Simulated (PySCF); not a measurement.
## P₂⁺: frontier orbitals

B97-3 at R = 1.969 Å; P def2-TZVPPD; no relativity (PySCF 2.14). State: ²Πu (doublet), unpaired electrons π ↑. Only the outer orbitals are listed.

```
spin  orbital  occ.  ε (eV)   main shells (%)
   α       σg     1  -26.91        85 s, 13 p
   α       σu     1  -20.74              94 s
   α       πu     1  -15.87              94 p
   α       σg     1  -15.61        83 p, 16 s
   α       πu     1  -15.15              94 p
   α       πg     0  -10.10              98 p
   α       πg     0   -9.53              97 p
   α       σu     0   -5.06  41 p, 36 d, 23 s
   β       σg     1  -26.08        86 s, 12 p
   β       σu     1  -20.26              94 s
   β       σg     1  -15.42        84 p, 15 s
   β       πu     1  -14.93              94 p
   β       πu     0  -12.62              95 p
   β       πg     0   -9.39              97 p
   β       πg     0   -8.95              97 p
```

**Question.** Which are the highest filled and the lowest empty level, where do they sit, and how wide is the gap?

**Answer.** Highest filled β πu at -14.93 eV (in %: 94 p); lowest empty β πu at -12.62 eV (in %: 95 p); the gap at B97-3 is 2.31 eV. Both belong to one degenerate shell, split only by its one-sided filling, so this is no excitation gap.

```json
{
  "bond order (Mayer)": "2.26",
  "⟨S²⟩": "0.752"
}
```

The state is the lowest determinant that a PBE0 search found; another state may lie lower at other levels.
